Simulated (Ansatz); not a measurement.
Input file:

```yaml
crystal:
  periodic: [false, false, false]
  atoms:
    - {symbol: Al, position_ang: [0.000000, 0.000000, 1.347429]}
    - {symbol: P, position_ang: [0.000000, 1.047438, -0.634337]}
    - {symbol: P, position_ang: [0.000000, -1.047438, -0.634337]}
    - {symbol: H, position_ang: [0.000000, 0.000000, 2.916759]}
basis:
  gaussian: {orbitals: 6-31G}
magnetization: {spin_polarized: false, initial_magnetization: 2}
hamiltonian: {xc: {name: PBE0}}
correlation: {method: ccsdt_q_b, electrons: valence}
scf: {lower_state_search: full}
```

```sh
$ ansatz run in.yaml --threads 1 --pin off --events-out ev --progress --plain --max-ram 2393MiB
```

Log:

```
836 factors; integrals over basis functions are off by at most 8.4e-8 eV
mean field evaluation 1: about -25174.4919 eV, gradient 1.3e1 eV
mean field evaluation 2: about -25174.5544 eV, gradient 1.3e1 eV
mean field evaluation 4: about -25175.4870 eV, gradient 1.2e0 eV
mean field evaluation 8: about -25175.4979 eV, gradient 7.0e-3 eV
mean field evaluation 16: about -25175.4979 eV, gradient 1.2e-6 eV
mean field evaluation 32: about -25124.8724 eV, gradient 1.3e2 eV
mean field evaluation 64: about -25126.5890 eV, gradient 1.1e2 eV
mean field evaluation 96: about -25175.3976 eV, gradient 2.4e0 eV
mean field evaluation 128: about -25175.4979 eV, gradient 1.4e-5 eV
mean field evaluation 160: about -25175.4979 eV, gradient 2.4e-2 eV
mean field evaluation 192: about -25175.4979 eV, gradient 5.8e-6 eV
mean field -25175.49791457 eV, -925.1824837951 hartree, gradient 1.2e-6 eV, S^2 2.000000; 8 other end points of the search recorded, 0 dependent functions left out
mean field evaluation 224: about -25136.3598 eV, gradient 1.2e-4 eV
15 core orbitals not correlated: weight in the atoms' cores, before any rotation towards them, 1.000 or more for the frozen orbitals, at most 0.000 for the correlated occupied ones
reference -25136.95404795 eV, -923.7660228229 hartree; 8, 6 occupied and 18, 20 virtual orbitals, 836 factors
second order -3.97318538 eV of doubles, -0.26455947 eV of singles
cycle   1  -4.30957604 eV  change   -7.9e-2 eV  update   9.5e-2
cycle   2  -4.58378687 eV  change   -2.7e-1 eV  update   4.4e-2
cycle   3  -4.76052611 eV  change   -1.8e-1 eV  update   2.2e-2
cycle   4  -4.75460674 eV  change    5.9e-3 eV  update   7.9e-3
cycle   5  -4.75319811 eV  change    1.4e-3 eV  update   4.9e-3
cycle   6  -4.75607017 eV  change   -2.9e-3 eV  update   1.8e-3
cycle   7  -4.75577328 eV  change    3.0e-4 eV  update   9.3e-4
cycle   8  -4.75565325 eV  change    1.2e-4 eV  update   4.8e-4
cycle   9  -4.75578513 eV  change   -1.3e-4 eV  update   2.1e-4
cycle  10  -4.75572209 eV  change    6.3e-5 eV  update   9.3e-5
cycle  11  -4.75580806 eV  change   -8.6e-5 eV  update   4.4e-5
cycle  12  -4.75580240 eV  change    5.7e-6 eV  update   1.8e-5
cycle  13  -4.75580930 eV  change   -6.9e-6 eV  update   9.2e-6
cycle  14  -4.75580934 eV  change   -3.5e-8 eV  update   4.4e-6
cycle  15  -4.75580895 eV  change    3.9e-7 eV  update   2.2e-6
cycle  16  -4.75580891 eV  change    4.5e-8 eV  update   1.1e-6
perturbative correction -0.02452159 eV, -0.0009011520 hartree
Total energy: -25141.73437845 eV, -923.9416967285 hartree
```

Ran on 1 thread of Intel Xeon, shared host: 53 s wall, 0.29 GiB peak host memory.
